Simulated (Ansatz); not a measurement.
PH3⁺, doublet: the ladder up to full CI

Geometry: a point of a stretch scan, not a stationary point.

```xyz
4

P    -0.0471   -0.0006   -0.0460
H     2.8986    0.0311    0.7669
H    -0.7376    1.1663    0.3212
H    -0.7133   -1.1804    0.3244
```

Basis cc-pVDZ; Ansatz 0.2.0. Correlated methods freeze the noble-gas cores, which leaves 7 electrons in 28 orbitals. Prefix R: restricted or restricted open-shell reference; prefix U: unrestricted. Active spaces: pair = (3e, 3o) about the gap; valence = (7e, 7o) chosen from the atoms' valence shells.

Full CI is exact within this basis and frozen core; it isn't the basis-set limit. The frozen core follows each run's orbitals, which can shift R against U totals by a few meV.

Unrestricted rows (U) aren't spin-pure: their determinants' ⟨S²⟩ exceeds S(S+1) by up to 0.62, so they mix in states of higher spin. For open shells CISD is restricted-active-space CI with the open shells as a complete middle space.

The UHF ⟨S²⟩ is 1.368, the T1 diagnostic (RCCSD) is 0.0663 and the largest doubles amplitude (RCCSD) is 0.078. The T1 diagnostic (UCCSD) is 0.0729.

```csv
level,E − E(full CI) (meV),share of correlation (%),wall time
RHF,3585,0.00,–
UHF,3182,11.24,–
RMP2,958,73.28,–
UMP2,902,74.84,–
CISD,290,91.92,0.39 s
RCCSD,122,96.60,–
UCCSD,121,96.63,–
RCCSD(T),50,98.60,1.4 s
UCCSD(T),53,98.52,2.6 s
BCCD(T),49,98.64,1.7 s
RCCSDT,7,99.80,–
UCCSDT,7,99.80,–
RCCSDT(Q),1,99.96,5.5 s
UCCSDT(Q),1,99.97,14 s
RCCSDTQ,0,100.00,21 s (H100)
UCCSDTQ,0,99.99,26 s (H100)
CASSCF (pair space),2967,17.25,–
NEVPT2 (pair space),838,76.63,0.27 s
MRCISD (pair space),203,94.33,–
MRCISD+Q (pair space),39,98.91,0.39 s
```

The correlation energy at full CI, counted from RHF, is -3.585 eV. That run took 3.8 s on 2 threads of AMD EPYC 7R13 with a shared H100 80 GB, shared host over 33,540,030 determinants.

Run but not shown, since their state, orbitals or frozen core can't be matched to the reference's or they repeat it: CASSCF (valence space), NEVPT2 (valence space), MRCISD (valence space), MRCISD+Q (valence space).

Times hold each run's SCF and search for its determinant on a shared host, so for small cases they say little of a method's own cost; rows without a card ran on 1 thread of AMD EPYC 7R13.

The full-CI state has the irrep A' of Cs, in the program's axes.

Natural occupations of full CI about the gap: 1.960 1.949 1.768 0.995 0.204 0.032 0.028 0.012 0.011 0.009; effectively unpaired electrons, Σ n²(2−n)², 1.33.
